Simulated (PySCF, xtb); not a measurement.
Bonds broken one at a time in the series silaethenyl-X. Gas-phase values, no solvent. One relaxed conformer stands for each flexible species; it need not be the lowest. Strings in code marks are SMILES.

Quantity: homolytic bond dissociation enthalpy at 298 K (no spin–orbit term), in kJ/mol. Enthalpy corrections at 298 K come from GFN2-xTB frequencies (xtb).

Level 1: PBE-D3(BJ)/def2-TZVP // PBE0-D3(BJ)/def2-TZVP (PySCF)
Level 2: B3LYP/3-21G // PBE0-D3(BJ)/def2-TZVP (PySCF)
Level 3: BP86/6-31G* // PBE0-D3(BJ)/def2-TZVP (PySCF)
Level 4: M06-2X/6-31G* // PBE0-D3(BJ)/def2-TZVP (PySCF)

```tsv
species	level 1	level 2	level 3	level 4
Si–C bond of `C=[SiH]C#N`, giving `C=[SiH]` and `[C]#N`	492.1	498.2	480.0	504.8
Si–Cl bond of `C=[SiH]Cl`, giving `C=[SiH]` and `[Cl]`	452.4	343.8	426.1	430.4
Si–N bond of `C=[SiH]N` (C–Si–N–H torsion 0°), giving `C=[SiH]` and `[NH2]`	431.2	___	404.8	427.0
Si–F bond of `C=[SiH]F`, giving `C=[SiH]` and `[F]`	___	539.0	___	596.0
Si–C bond of `C=[SiH]CC` (C–Si–C–C torsion 1°), giving `C=[SiH]` and `[CH2]C`	___	324.9	___	349.5
```

Problem. Some entries are withheld; supply them.

Solution. 
- Si–N bond of `C=[SiH]N` (C–Si–N–H torsion 0°), giving `C=[SiH]` and `[NH2]`, level 2: 412.8
- Si–F bond of `C=[SiH]F`, giving `C=[SiH]` and `[F]`, level 1: 617.3
- Si–F bond of `C=[SiH]F`, giving `C=[SiH]` and `[F]`, level 3: 601.4
- Si–C bond of `C=[SiH]CC` (C–Si–C–C torsion 1°), giving `C=[SiH]` and `[CH2]C`, level 1: 340.9
- Si–C bond of `C=[SiH]CC` (C–Si–C–C torsion 1°), giving `C=[SiH]` and `[CH2]C`, level 3: 326.3
